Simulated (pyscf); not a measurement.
`[O]=[Sn]=[O]` + `[CH4]` -> `[CH3][O][SnH]=[O]`, gas phase, singlet surface. Single points on ωB97X-D3(BJ)/def2-SVP structures (PySCF, gas phase). Correlated levels are frozen-core, on RHF or UHF. ΔMP2 is the change of the MP2 total energy from the triple- to the quadruple-zeta basis. ΔG in kcal/mol from CCSD(T)/def2-TZVPP + ΔMP2(QZVPP) energies (ideal gas, 1 atm, RRHO with modes under 100 cm⁻¹ raised to 100, one conformer, R ln 2 for chiral ones without a mode under 150 cm⁻¹).

| T (K) | ΔG |
|---|---|
| 298 | -4.8 |
| 600 | +2.7 |
| 900 | ? |
| 1200 | +16.6 |

**Question.** Fit a line to the three values, predict ΔG at 900 K, and estimate where the reaction turns unfavourable at 1 atm of each gas.

**Answer.** Least squares gives ΔG = -11.7 + 23.6 × T/1000 K, so ΔS is about -99 J/(mol K) and ΔH about -11.7 kcal/mol over this range (ΔH at 298 K: -12.3). At 900 K the line gives +9.5; the computed value is +9.8. ΔG = 0 falls near 500 K; 1 kcal/mol in the energy moves that by 42 K. This is thermodynamics alone and says nothing of the barrier. The CCSD(T) − MP2 part came from Ansatz, without density fitting, on the same reference. The largest closed-shell T1 diagnostic is 0.031, which may signal static correlation. The frozen core leaves the outer d or s,p core shells of the metals and heavy elements correlated in the MP2 and CC values, and def2-TZVPP describes them poorly, which can shift differences by a few kcal/mol. Elements past Kr carry the def2 core potentials, without spin-orbit coupling.
